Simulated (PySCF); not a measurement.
Magnetic susceptibility: SMILES C1CC1, C₃H₆

Molfile (atoms numbered from 1):
```
C3H6
     RDKit          3D

  9  9  0  0  0  0  0  0  0  0999 V2000
   -0.7568   -0.4625    0.0209 C   0  0  0  0  0  0  0  0  0  0  0  0
    0.7374   -0.4655    0.1407 C   0  0  0  0  0  0  0  0  0  0  0  0
    0.0118    0.8122   -0.1556 C   0  0  0  0  0  0  0  0  0  0  0  0
   -1.3489   -0.5874    0.9316 H   0  0  0  0  0  0  0  0  0  0  0  0
   -1.2055   -0.9224   -0.8640 H   0  0  0  0  0  0  0  0  0  0  0  0
    1.1763   -0.5927    1.1342 H   0  0  0  0  0  0  0  0  0  0  0  0
    1.3196   -0.9276   -0.6613 H   0  0  0  0  0  0  0  0  0  0  0  0
   -0.0500    1.5667    0.6335 H   0  0  0  0  0  0  0  0  0  0  0  0
    0.0934    1.2319   -1.1620 H   0  0  0  0  0  0  0  0  0  0  0  0
  1  2  1  0
  2  3  1  0
  3  1  1  0
  1  4  1  0
  1  5  1  0
  2  6  1  0
  2  7  1  0
  3  8  1  0
  3  9  1  0
M  END
```

Method used: PySCF 2.14.0, GIAO B3LYP/aug-cc-pVDZ magnetisability, rotational g tensor and spin-rotation constants, non-relativistic, gas phase. Geometry: PBE0-D3(BJ)/def2-SVP.

Q: What are the magnetisability and the molar susceptibility?

A: Isotropic -686 × 10⁻³⁰ J/T², or -41.3 × 10⁻⁶ cm³/mol; principal values -804, -626, -626 × 10⁻³⁰ J/T², anisotropy 178 × 10⁻³⁰ J/T² (root of half the summed squared differences of the principal values). The susceptibility is in cgs units.

Q: Split it along the inertial axes a, b, c into diamagnetic and paramagnetic parts about the centre of mass, with the quadrupole moment.

A: 
| axis | χ (10⁻⁶ cm³/mol) | diamagnetic (10⁻⁶ cm³/mol) | paramagnetic (10⁻⁶ cm³/mol) | summed x² of all electrons (Å²) | quadrupole Θ (D Å) |
| --- | --- | --- | --- | --- | --- |
| a | -37.7 | -112.3 | 74.6 | 17.5 | -1.15 |
| b | -37.7 | -112.3 | 74.6 | 17.5 | -1.15 |
| c | -48.4 | -148.8 | 100.4 | 8.9 | +2.31 |

Anisotropies 2χaa − χbb − χcc = +10.7 and 2χbb − χaa − χcc = +10.7 × 10⁻⁶ cm³/mol. Θ is traceless in Buckingham's convention.

Q: And the rotational g tensor?

A: 
```csv
axis,rotational constant (GHz),g,nuclear part,electronic part
a,20.1981,+0.0245,0.7324,-0.7079
b,20.1957,+0.0245,0.7323,-0.7078
c,12.6673,+0.0671,0.6644,-0.5973
```
Oblate top; isotopes 12C, 1H; no vibrational averaging.
